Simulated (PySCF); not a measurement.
**Oxygen: a sound run and one with changed settings**

Sound run: O [He] 2s2 2p4, O⁺ [He] 2s2 2p3. Calculation: PySCF 2.14, in 6-31G* (3s2p1d, 14 functions); no relativity, point nucleus. The sound run starts from symmetry-adapted Hartree-Fock orbitals and uses a fine grid where one is needed.

A second run was set up differently.

```csv
species,method,sound run (hartree),changed run (hartree),converged
O,UHF,-74.78318,-74.78318,yes
O,r2SCAN,-75.02240,-75.02140,yes
O,PBE,-74.97241,-74.97785,yes
O⁺,UHF,-74.34108,-74.34108,yes
O⁺,r2SCAN,-74.52150,-74.52975,yes
O⁺,PBE,-74.46270,-74.46889,yes
```

Ionisation energy of O:

```
method  sound run (eV)  changed run (eV)
   UHF          12.030            12.030
r2SCAN          13.630            13.379
   PBE          13.870            13.850
```

(1) What was changed?
A. radial grid too coarse
B. minimal basis
C. too few SCF iterations
D. level shift left on

## Answers

(1) A. It used radial step 0.5 in ln r (0.13 in the sound run). A coarse radial grid mis-integrates the density and the exchange-correlation energy, with errors of either sign; Hartree-Fock needs no grid.
